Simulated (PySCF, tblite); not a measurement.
Chloroethene, C2H3Cl.
Atom-mapped SMILES: `[CH2:1]=[CH:2][Cl:3]` (hydrogens: H4, H5 on C1; H6 on C2)

Computed geometry: GFN2-xTB, gas phase.

Problem. Give the optimised bond lengths and angles.

Solution. 
```json
{"bond": "C1=C2", "length (bohr)": "2.490", "order": "double"}
{"bond": "C2–Cl3", "length (bohr)": "3.251", "order": "single"}
{"bond": "C1–H4", "length (bohr)": "2.033", "order": "single"}
{"bond": "C1–H5", "length (bohr)": "2.033", "order": "single"}
{"bond": "C2–H6", "length (bohr)": "2.039", "order": "single"}
```

Orders are formal, as drawn. A selection of angles:
```json
{"angle": "C2–C1–H4", "degrees": "120.5"}
{"angle": "C2–C1–H5", "degrees": "122.3"}
{"angle": "H4–C1–H5", "degrees": "117.3"}
{"angle": "C1–C2–Cl3", "degrees": "122.9"}
{"angle": "C1–C2–H6", "degrees": "123.9"}
{"angle": "Cl3–C2–H6", "degrees": "113.2"}
```

Point group: Cs (tolerance 0.08 Å). Its GFN2-xTB frequencies are all real (lowest 374 cm⁻¹).
